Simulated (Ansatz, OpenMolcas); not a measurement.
# Worked example: the enthalpy of formation of Li2 (lithium dimer)

Li2 has 2 atoms, charge 0, and is taken as a singlet. As SMILES, `[Li][Li]`. Geometry: the measured bond length.

```xyz
2

Li    0.0000    0.0000    0.0000
Li    0.0000    0.0000    2.6729
```

Total energies at TPSS/aug-cc-pVTZ (OpenMolcas 26.06); the atoms run unrestricted:

| species | state | energy (Eh) |
| --- | --- | --- |
| Li2 | singlet | -15.013456 |
| Li | doublet | -7.488487 |

Harmonic wavenumbers at PBE0/aug-cc-pVTZ, in cm⁻¹: 344.

Measured heats of formation of the gaseous atoms at 298.15 K, in kJ/mol: Li 159.3. Take 1 Eh = 2625.50 kJ/mol, 1 cm⁻¹ = 0.0119627 kJ/mol, RT = 2.479 kJ/mol.

Q: What heat of formation follows?

A: 
1. Electronic atomisation energy: 2 × (-7.488487) − (-15.013456) = 0.036482 Eh = 95.8 kJ/mol.
2. Zero-point energy: half the sum of the wavenumbers, 172 cm⁻¹ = 2.1 kJ/mol.
3. Thermal vibrational enthalpy, Σ hcν̃/(exp(hcν̃/kT) − 1): 1.0 kJ/mol. Translation, rotation and pV of a linear molecule: 3.5 RT = 8.7 kJ/mol.
4. The 2 free atoms carry 5/2 RT each: 12.4 kJ/mol.
5. Atomisation enthalpy at 298 K: 95.8 − 2.1 − 1.0 − 8.7 + 12.4 = 96.4 kJ/mol.
6. Sum of the atoms' heats of formation: 318.6 kJ/mol. Heat of formation: 318.6 − 96.4 = +222.2 kJ/mol.

The tabulated value is +215.9 kJ/mol (NIST-JANAF tables), so this level is off by +6.3 kJ/mol, or 6.1 % of the atomisation enthalpy. Anharmonicity and any spin-orbit splitting of the molecule are left out.
